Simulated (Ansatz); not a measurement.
**Structure relaxation of TiGa3**

Level of theory: DFT r2SCAN, scalar-relativistic, plane waves, PAW in Ansatz 0.2.0. Cutoff 500 eV, Γ-centred k mesh, Gaussian smearing, no spin polarisation in the final step.

This is the end of a relaxation of cell and atoms.

```xyz
4
Lattice="-1.8807 1.8807 4.3664 1.8807 -1.8807 4.3664 1.8807 1.8807 -4.3664" Properties=species:S:1:pos:R:3 pbc="T T T"
Ti    0.0000    0.0000    0.0000
Ga    0.0000    0.0000    4.3664
Ga    0.0000    1.8807    2.1832
Ga    1.8807    0.0000    2.1832
```

Energies over the elements count from the elements' standard structures at the same level, with no empirical corrections.

Problem. What space group does it have?

Solution. I4/mmm (No. 139). Conventional cell: a = 3.761 Å, c = 8.733 Å. Around Ti lie 4 Ga at 2.66 Å and 8 Ga at 2.88 Å; Ga on Wyckoff site b (1 atom of the primitive cell) is coordinated by 4 Ti at 2.66 Å and 8 Ga at 2.88 Å; around Ga on Wyckoff site d (2 atoms of the primitive cell) lie 4 Ga at 2.66 Å, 4 Ga at 2.88 Å and 4 Ti at 2.88 Å.

Problem. How far does it lie from the elements in energy?

Solution. -0.40 eV/atom.

Problem. Is it a metal?

Solution. Yes, bands cross the Fermi level on the 18×18×18 mesh.

The final run used a 18×18×18 mesh on its 4-atom cell and 0.10 eV smearing. For metals, differences of a few meV/atom aren't resolved.

Cost: 2 runs of about 7 core-minutes in all, on Intel Xeon Platinum 8488C (Sapphire Rapids) (shared hosts).